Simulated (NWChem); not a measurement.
**C2H2F (SMILES C=[C]F): UB3LYP/6-311+G(d,p)**

Aim: the vertical ionisation energy of C2H2F at UB3LYP/6-311+G**, from 2 runs. 

The calculation is run with NWChem 7.3.0.

## (1) The system as given

The species is C2H2F (5 atoms), meant as a doublet with charge 0. SMILES: `C=[C]F`. The shape is that of a PBE0-D4/def2-TZVP optimisation.

Bond lengths: C1–C2 1.309 Å, C2–F3 1.302 Å, C1–H4 1.087 Å, C1–H5 1.080 Å. Angles: C1–C2–F3 130.3°, C2–C1–H4 120.7°, C2–C1–H5 119.9°, H4–C1–H5 119.4°.

## (2) A single-point energy at UB3LYP/6-311+G(d,p)

geom.nw reads:

```
START geom
TITLE "C2H2F energy"
memory 2200 mb

GEOMETRY units angstrom noautosym nocenter noautoz
 C        0.488200      -0.200400       0.008400
 C       -0.592700       0.393700       0.447100
 F       -1.725600       0.629500      -0.148900
 H        0.534700      -0.590400      -1.005400
 H        1.345200      -0.306200       0.657500
END

BASIS spherical bse
 C library 6-311+G**
 F library 6-311+G**
 H library 6-311+G**
END

DFT
 xc b3lyp
 mult 2
 grid xcoarse
 convergence energy 1e-08
 iterations 100
 mulliken
 print low
END

TASK dft energy
```

The run is started by

```sh
$ nwchem geom.nw > geom.out
```

Standard output, shortened:

```text
[...]
 d= 0,ls=0.0,diis     1   -177.1254530676 -2.38D+02  1.11D-02  1.95D-01     0.6
[...]
 d= 0,ls=0.0,diis    13   -177.1937218177 -1.76D-09  8.65D-07  2.25D-09     5.7
[...]
         Total DFT energy =     -177.193721817663
      One electron energy =     -362.922121618148
           Coulomb energy =      146.762589391055
    Exchange-Corr. energy =      -21.995333745261
 Nuclear repulsion energy =       60.961144154691
[...]
      Total Density - Mulliken Population Analysis
     ---------------------------------------------
    Atom       Charge   Shell Charges
 -----------   ------   -------------------------------------------------------
    1 C    6     6.31   1.10  0.89  0.66  0.76  1.46  0.46  0.90 -0.02  0.06  0.04
    2 C    6     5.95   1.10  0.88  0.59  0.80  1.32  0.49  0.56  0.04  0.04  0.12
    3 F    9     9.05   1.08  0.92  1.18  1.10  2.34  0.85  1.60 -0.04  0.03  0.01
    4 H    1     0.85   0.27  0.47  0.08  0.03
    5 H    1     0.84   0.27  0.47  0.07  0.03
[...]
      <S2> =      0.7594 (Exact =     0.7500)
[...]
```

Run time: 6.6 s. Hardware: 1 thread of AMD EPYC 7R13 (Zen 3), shared host; peak memory 0.1 GiB.

## (3) The singlet cation at the same level

struct.xyz reads:

```xyz
5
C2H2F B3LYP
C      0.488200    -0.200400     0.008400
C     -0.592700     0.393700     0.447100
F     -1.725600     0.629500    -0.148900
H      0.534700    -0.590400    -1.005400
H      1.345200    -0.306200     0.657500
```

struct.nw reads:

```
start struct
title "C2H2F B3LYP"
memory total 2200 mb
charge 1

geometry noautosym nocenter noautoz
   load struct.xyz
end

basis spherical bse
   * library 6-311+G**
end

dft
   xc b3lyp
   mult 1
   grid xcoarse
   convergence energy 1e-08
   iterations 100
   mulliken
   noprint "final vectors analysis"
end

task dft
```

The run is started by

```sh
$ nwchem struct.nw > struct.out
```

Standard output, shortened:

```text
[...]
          Wavefunction type:  closed shell.
          No. of atoms     :     5
          No. of electrons :    22
[...]
          Charge           :     1
          Spin multiplicity:     1
[...]
          AO basis - number of functions:    78
[...]
              XC Information
              --------------
                         B3LYP Method XC Potential
                     Hartree-Fock (Exact) Exchange  0.200
                        Slater Exchange Functional  0.800 local
                    Becke 1988 Exchange Functional  0.720 non-local
              Lee-Yang-Parr Correlation Functional  0.810
                  VWN I RPA Correlation Functional  0.190 local
[...]
 d= 0,ls=0.0,diis     1   -176.6212166013 -2.38D+02  2.32D-02  1.98D+00     0.6
[...]
 d= 0,ls=0.0,diis    11   -176.8045492395 -9.69D-10  3.09D-07  8.69D-10     4.0
         Total DFT energy =     -176.804549239498
      One electron energy =     -355.598639534561
           Coulomb energy =      139.423131451414
    Exchange-Corr. energy =      -21.590185311042
 Nuclear repulsion energy =       60.961144154691
[...]
      Total Density - Mulliken Population Analysis
     ---------------------------------------------
    Atom       Charge   Shell Charges
 -----------   ------   -------------------------------------------------------
    1 C    6     6.17   1.10  0.89  0.64  0.79  1.45  0.48  0.75  0.01  0.03  0.04
    2 C    6     5.58   1.10  0.88  0.56  0.83  1.27  0.36  0.46 -0.04  0.03  0.11
    3 F    9     8.83   1.08  0.92  1.16  1.12  2.30  0.84  1.48 -0.05 -0.03  0.01
    4 H    1     0.69   0.25  0.42  0.00  0.03
    5 H    1     0.73   0.26  0.44  0.01  0.03
[...]
```

Run time: 5.1 s. Hardware: 1 thread of AMD EPYC 7R13 (Zen 3), shared host; peak memory 0.1 GiB.

## (4) Summary of results

Level: UB3LYP/6-311+G**.

| quantity | value |
| --- | --- |
| doublet C2H2F: total energy | -177.19372 Eh |
| doublet C2H2F: ⟨S²⟩ | 0.759 |
| singlet cation: total energy | -176.80455 Eh |
| vertical ionisation energy (to the singlet cation) | 10.590 eV |

What this shows: The vertical ionisation energy comes to 10.59 eV (244 kcal/mol). Only the singlet of the ionised species was computed; a triplet could lie lower. Mulliken charges (singlet cation) run from -0.17 on C1 to +0.42 on C2; in a basis this large or diffuse they mean little.
